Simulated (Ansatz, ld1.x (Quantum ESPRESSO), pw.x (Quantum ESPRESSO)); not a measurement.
# palladium (bcc): variants of one PAW potential in the solid

* Element: Pd
* Generator: ld1.x (Quantum ESPRESSO) 7.5
* Type: PAW
* Functional: PBEsol
* Relativity: scalar-relativistic
* Frozen core: [Ar] 3d10
* Valence charge: 18
* Reference configuration: 4s2 4p6 4d8 5s0 5p0 (charge +2)
* Partial waves: 4s (bound): rcut 1.20, rcutus 1.35 bohr; 5s (bound, empty): rcut 1.20, rcutus 1.35 bohr; 4p (bound): rcut 1.35, rcutus 1.55 bohr; 5p (bound, empty): rcut 1.35, rcutus 1.55 bohr; 4d (bound): rcut 1.20, rcutus 1.60 bohr; 4d channel at -1.35 Ry: rcut 1.20, rcutus 1.60 bohr
* Local potential: all-electron potential smoothed inside 1.30 bohr (lloc = -2)
* Core correction: Bessel-smoothed model core inside 1.15 bohr
* Augmentation charge: BESSEL, radius 1.10 bohr

Crystal test: bcc Pd in pw.x 7.5, no spin, 15³ k-points, Fermi–Dirac smearing 0.01 Ry, cutoffs set for each file from its atomic test. The reference is all-electron LAPW (Ansatz 0.2.0) with the same functional, mesh and smearing; V0 and B0 come from Birch–Murnaghan fits to the pressures at five volumes. Errors are pseudo minus all-electron; Δ is the rms difference of the E(V) curves that follow from these fits, minima aligned, over ±6 % about the mean V0. Mesh and smearing are coarse, so the numbers serve the comparison and aren't converged zero-temperature values; the lattice is a test structure that the element need not adopt.

All-electron: a0 = 3.086 Å (V0 = 14.70 Å³/atom), B0 = 196.2 GPa.

2 further variants are left out: they gave no file fit for a test, a broken result, the same result as the base, or pressures whose basis-set error rivals the error shown.

```tsv
change	cutoffs (Ry)	pw.x	a0 (Å)	a0 error (%)	B0 error (%)	Δ (meV/atom)	mean pressure error (GPa)
base	110/880	converged	3.090	+0.13	-0.9	2.4	+0.75
waves 4p (bound): rcut 1.32, rcutus 1.40 bohr; 5p (bound): rcut 1.32, rcutus 1.40 bohr	120/900	converged	3.094	+0.25	-2.2	4.7	+1.46
waves 4p (bound): rcut 1.35, rcutus 2.02 bohr; 5p (bound): rcut 1.35, rcutus 2.02 bohr	85/680	converged	3.077	-0.30	+4.8	5.6	-1.75
```

Give the row for: waves 4p (bound): rcut 1.35, rcutus 2.22 bohr; 5p (bound): rcut 1.35, rcutus 2.22 bohr.

pw.x: converged; mean pressure error (GPa): -2.81; a0 (Å): 3.072; a0 error (%): -0.47; B0 error (%): +7.8; Δ (meV/atom): 9.0.
